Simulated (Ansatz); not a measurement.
Wavefunction ladder for C3H4OS (`C#CSCO`)

```
atom   x (Å)   y (Å)   z (Å)
  C1   1.348   0.596  -1.981
  C2   0.309   0.347  -1.425
  S3  -1.167  -0.007  -0.716
  C4  -0.723   0.037   1.056
  O5   0.143  -0.962   1.470
  H6   2.269   0.816  -2.467
  H7  -0.245   0.992   1.267
  H8  -1.701  -0.001   1.553
  H9  -0.235  -1.817   1.244
```

Charge 0, multiplicity 1. The structure was optimised at the PBE0-D4/def2-TZVP level. It is one conformer, not always the lowest. Frozen core, restricted reference, Ansatz. CBS rows extrapolate triple and quadruple zeta; past MP2 they add the triple-zeta difference.

```
     basis     HF (Eh)  MP2 corr.  CCSD corr.       (T)  CCSD(T) total
  def2-SVP  -587.96161   -0.70506    -0.74348  -0.02614     -588.73123
def2-TZVPP  -588.33001          ?           ?  -0.04380              ?
def2-QZVPP  -588.34971          ?           –         –              –
 CBS(def2)           ?   -1.00044    -1.02923     as TZ              ?
```

(1) Fill in the withheld values. (Estimate.)

## Answers

(1) Ansatz gave: def2-TZVPP MP2 corr.: -0.88579; def2-TZVPP CCSD corr.: -0.91459; def2-TZVPP CCSD(T) total: -589.28840; def2-QZVPP MP2 corr.: -0.95165; CBS(def2) HF (Eh): -588.35243; CBS(def2) CCSD(T) total: -589.42546.
